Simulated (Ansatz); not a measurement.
KLaGeS4 (P2₁, No. 4; cell taken from a computed entry)

Computed with HSE06+SOC (plane waves, PAW; Ansatz, a program for electronic structure).

Run with plane-wave cutoff 460 eV, 4×4×4 k mesh, Fermi–Dirac smearing 0.01 eV, PAW data made under PBE.

Cell (relaxed with PBEsol):

Space group P2₁ (No. 4); a = 6.6276 Å, b = 6.6700 Å, c = 8.6796 Å, α = 90.00°, β = 107.32°, γ = 90.00°

```tsv
atom	site	symmetry	x	y	z
K	2a	1	0.2663	0.9879	0.0652
La	2a	1	0.2318	0.0031	0.5543
Ge	2a	1	0.2190	0.4740	0.3168
S	2a	1	0.9786	0.2312	0.2702
S	2a	1	0.4173	0.4712	0.1555
S	2a	1	0.0176	0.7456	0.2844
S	2a	1	0.4135	0.4261	0.5720
```

```json
{
 "band_gap": "3.32 eV (indirect)",
 "smallest_direct_gap_on_the_k_points_sampled": "3.47 eV"
}
```

Note: cell and atoms aren't relaxed at this level (largest force component 0.22 eV/Å, pressure 1.1 GPa).

The computed numbers hold no vibrational or temperature effects.

The result took about 9 core-hours (a rough figure).
